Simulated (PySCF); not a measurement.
Compound: 3-chlorothiophene, C4H3ClS.
Numbering: `[Cl:1][c:2]1[cH:3][cH:4][s:5][cH:6]1`

NICS = −σ at a ghost point: NICS(0) at the centroid of the ring atoms, NICS(1) 1 Å to either side along the normal of their mean plane, zz for the tensor component along that normal. Level: GIAO PBE0/pcSseg-1 (PySCF, non-relativistic, gas phase) on the GFN2-xTB geometry, one conformer.

Ring bond lengths (Å), with Mayer bond orders in brackets: C2–C3 1.417 (1.20), C3–C4 1.355 (1.57), C4–S5 1.718 (1.19), S5–C6 1.716 (1.17), C6–C2 1.360 (1.53).

**Question.** What do the NICS probes read (ppm)?

**Answer.** 
| ring | type | NICS(0) | NICS(1), two faces | NICS(1)zz, two faces | rms pucker (Å) | centre to ring atoms, mean (Å) |
| --- | --- | --- | --- | --- | --- | --- |
| C2–C3–C4–S5–C6 | 5-membered ring with S; formal bonds all aromatic | -13.3 | -11.1 / -11.1 | -26.0 / -26.0 | 0.00 | 1.28 |

**Question.** What do they say, and how far can they be read as aromaticity?

**Answer.** 
- C2–C3–C4–S5–C6: mean NICS(1)zz -26.0 ppm, shielded, aromatic by this magnetic criterion (flat ring, no four-coordinate atom).

**Question.** How equal are the bonds by HOMA? HOMA = 1 − mean of α(R − Ropt)² over the ring bonds, with Krygowski's 1993 parameters (CC: Ropt 1.388 Å, α 257.7 Å⁻²; CS: Ropt 1.677 Å, α 94.09 Å⁻²).

**Answer.** 
- C2–C3–C4–S5–C6: HOMA 0.80; the largest term is that of C3–C4, α(R − Ropt)² = 0.28. The geometric and the magnetic index point the same way.

**Question.** What field does 1 T along the ring normal induce along that normal at the first NICS(1) probe listed for ring C2–C3–C4–S5–C6, 1 Å off the ring?

**Answer.** NICSzz × B0 = -26.0 ppm × 1 T = -26 μT, against the applied field.

**Question.** Give the inner angles of the rings and the Hirshfeld charges of the ring atoms.

**Answer.** 
- C2–C3–C4–S5–C6: C2 113.4° (-0.011 e), C3 111.7° (-0.079 e), C4 112.3° (-0.077 e), S5 91.4° (+0.120 e), C6 111.2° (-0.098 e); sum 540.0° against 540° for a flat convex ring.

**Question.** How shielded are the nuclei of the rings and their hydrogens (means over atoms taken as equivalent)?

**Answer.** 
```csv
atoms,environment,σ isotropic (ppm)
C2,aromatic C–Cl carbon,50.5
C3,aromatic CH carbon,54.0
C4,aromatic CH next to a ring sulfur,53.1
S5,thiophene-type sulfur,281.2
C6,aromatic CH next to a ring sulfur,58.2
H on C3,aromatic hydrogen,24.64
H on C4,aromatic hydrogen,24.53
H on C6,aromatic hydrogen,24.73
```

Hardware: one thread of an Intel Xeon at 2.30 GHz, no GPU, shared host with 24 logical CPUs at a one-minute load of 22. Cost: 15 s (with the writing of density and orbital grids), 0.75 GiB resident at most. This is the whole shielding run at PBE0/pcSseg-1, SCF included.
